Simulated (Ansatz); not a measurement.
**Cohesive energy of tetradymite Bi2Te3 at several levels of theory**

No measured value is used here.

| level (code) | value (eV/atom) | cell (Å³/atom) |
|---|---|---|
| LDA (Ansatz) | 3.58 | 32.68 |
| PBE (Ansatz) | 2.70 | 36.62 |
| PBEsol (Ansatz) | ___ | 33.59 |
| r²SCAN (Ansatz) | ___ | 36.42 |
| HSE06 (Ansatz) | 2.49 | 36.10 |
| PBE0 (Ansatz) | 2.47 | 36.20 |

Complete the blanks.


- PBEsol (Ansatz, a first-principles code), value (eV/atom): 3.08
- r²SCAN (Ansatz), value (eV/atom): 2.55

Density-functional levels without +SOC have no spin–orbit coupling, which shifts binding energies of heavy elements. LDA, PBE, PBEsol, r²SCAN, HSE06, PBE0: the cell comes from a level without a dispersion term, which matters for the spacing of layers, chains or molecules. Each level is taken at its own relaxed cell. Cutoffs and k meshes differ between the levels. Ansatz's density-functional and Hartree–Fock values are scalar-relativistic unless marked +SOC, with PAW data made under PBE.
